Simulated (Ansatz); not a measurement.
A nudged elastic band was laid between two geometries of BFH₂ (4 atoms, charge 0, multiplicity 1).

Computed with RKS PBE0-D4/6-31G* (Ansatz).

```json
{
  "movable images": "5",
  "climbing image": "yes",
  "spring": "5.0 eV/Å²",
  "optimiser": "quadratic models (default)",
  "start path": "through a guess of the saddle point",
  "force threshold": "0.05 eV/Å",
  "iteration limit": "60",
  "end points": "relaxed"
}
```

First end point:

```xyz
4
Properties=species:S:1:pos:R:3
B 0.318 0.000 0.183
H 0.274 0.000 1.382
H 1.333 0.000 -0.453
F -0.825 0.000 -0.476
```

Last end point:

```xyz
4
Properties=species:S:1:pos:R:3
B -0.505 0.000 -1.018
H 1.886 0.000 1.754
H 1.478 0.000 1.131
F -1.758 0.000 -1.231
```

(1) Which bonds break or form, and what moves?

(2) What energy profile does the band end with?

(3) What is the geometry of the highest image?

## Answers

(1) Bonds broken: B1–H2, B1–H3. Bonds formed: H2–H3. BFH2 becomes BF + H2.

(2) It converged. The highest image is number 2 of 0 to 6, 429.8 kJ/mol above the first end and 175.2 kJ/mol above the last; the last end lies 254.6 kJ/mol above the first. Neighbouring images differ by up to 2.9 eV, so the band resolves the path poorly. A vibrational analysis at the climbing image gives one clearly imaginary mode, 1614i cm⁻¹: a first-order saddle point. The orbitals stay closed-shell, which can raise the energy where a bond breaks towards radicals; this wasn't checked here.

| image | path coordinate (Å) | energy (kJ/mol) | B1–H2 (Å) | B1–H3 (Å) | H2–H3 (Å) |
| --- | --- | --- | --- | --- | --- |
| 0 | 0.00 | 0.0 | 1.20 | 1.20 | 2.12 |
| 1 | 0.55 | 152.1 | 1.26 | 1.15 | 1.57 |
| 2 | 1.10 | 429.8 | 1.67 | 1.22 | 1.15 |
| 3 | 1.75 | 288.6 | 2.30 | 1.86 | 0.77 |
| 4 | 2.40 | 258.4 | 3.05 | 2.53 | 0.75 |
| 5 | 3.05 | 255.3 | 3.45 | 2.76 | 0.75 |
| 6 | 3.71 | 254.6 | 3.66 | 2.92 | 0.75 |

(3) 
```xyz
4
Properties=species:S:1:pos:R:3
B 0.238 0.000 -0.428
H 0.648 0.000 1.193
H 1.267 0.000 0.222
F -1.054 0.000 -0.351
```

The run took 41 s on 1 thread of Arm Neoverse V1, with other jobs on the host, peak memory 0.08 GiB.
